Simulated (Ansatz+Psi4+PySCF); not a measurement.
# doublet CN: levels of theory in one basis

| atom | x (Å) | y (Å) | z (Å) |
| --- | --- | --- | --- |
| C | 0.0000 | 0.0000 | -0.6110 |
| N | 0.0000 | 0.0000 | 1.6585 |

Basis set: cc-pVTZ (spherical functions). Frozen core: 2 orbitals. Correlation on ROHF uses semicanonical orbitals with singles. Charge 0, multiplicity 2.

Computed with Ansatz (development build ahead of 0.2.0); each method stands on the lowest determinant of its kind that the runs found.

| method | E − E(ROHF) (eV) | <S²> of the determinant |
| --- | --- | --- |
| ROHF | 0.00 | 0.75 |
| UHF | -5.31 | 2.76 |
| ROHF-MP2 | -6.17 | – |
| UHF-MP2 | -9.88 | 2.76 |

(1) Is a single determinant a sound starting point here?

Results:

(1) It is doubtful. Unrestricted orbitals lower Hartree–Fock by 5.31 eV and <S²> is 2.76 where a pure state has 0.75, a sign of strong static correlation.

Caution: the determinant may break the point group. Caution for ROHF, ROHF-MP2: an unrestricted determinant lies well below. Caution for UHF, UHF-MP2: the unrestricted determinant is a mixture of spin states. Caution for ROHF-MP2, UHF-MP2: bonds are stretched, where a single reference can fail. Caution for ROHF-MP2: another reference gives a lower total.
